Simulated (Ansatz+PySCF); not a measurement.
Values are calculated unless marked as measured or tabulated.
Several solutions for singlet HCl

```xyz
2

H     0.0000    0.0000   -1.8207
Cl    0.0000    0.0000    0.1071
```

Basis set: cc-pVDZ (spherical functions). Charge 0, multiplicity 1.

CASSCF(2,2) was run from several starts with Ansatz (development build ahead of 0.2.0) and PySCF 2.14.0. The starts are those of the Hartree–Fock orbitals from which the active space was taken at the frontier.

```json
{"run": "A", "program": "Ansatz", "start": "stability test followed", "converged": "yes", "energy (hartree)": "-460.02914", "<S²>": "0.00"}
{"run": "B", "program": "Ansatz", "start": "search for the lowest state", "converged": "yes", "energy (hartree)": "-460.02914", "<S²>": "0.00"}
{"run": "C", "program": "Ansatz", "start": "atomic start, no search", "converged": "yes", "energy (hartree)": "-459.99094", "<S²>": "0.00"}
{"run": "D", "program": "PySCF", "start": "program defaults", "converged": "yes", "energy (hartree)": "-459.99094", "<S²>": "0.00"}
```

(1) Which runs reached the lowest solution of this kind, and what is wrong with the others?

Results:

(1) A, B reached the lowest solution found. Converged but too high: C by 1.04 eV, D by 1.04 eV. Convergence only shows a stationary point; in CASSCF the end hangs on which orbitals enter the active space. Caution: other starts end on other solutions of this active space.
